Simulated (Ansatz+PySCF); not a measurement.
Results of a calculation; reference values are marked as such.
## Ansatz (development build ahead of 0.2.0) run

```yaml
crystal:
  periodic: [false, false, false]
  atoms:
    - { symbol: "N", position_ang: [0.0, 0.0, 0.31918] }
    - { symbol: O, position_ang: [0.0, 1.07214, -0.13882] }
    - { symbol: O, position_ang: [0.0, -1.07214, -0.13882] }
basis:
  gaussian: { orbitals: cc-pVTZ }
magnetization:
  spin_polarized: true
  initial_magnetization: 1
hamiltonian:
  xc: hf
correlation:
  method: ccsd_t
  frozen_orbitals: { "N": 1, O: 1 }
```

The input is written out in the form of the current development build from the run's settings.

The run gave:

* Converged: yes
* Reference energy: -204.11491 hartree
* CCSD correlation energy: -0.64782 hartree
* Triples correction: -0.03386 hartree
* Total energy: -204.79659 hartree
* Spin squared of the determinant: 0.768
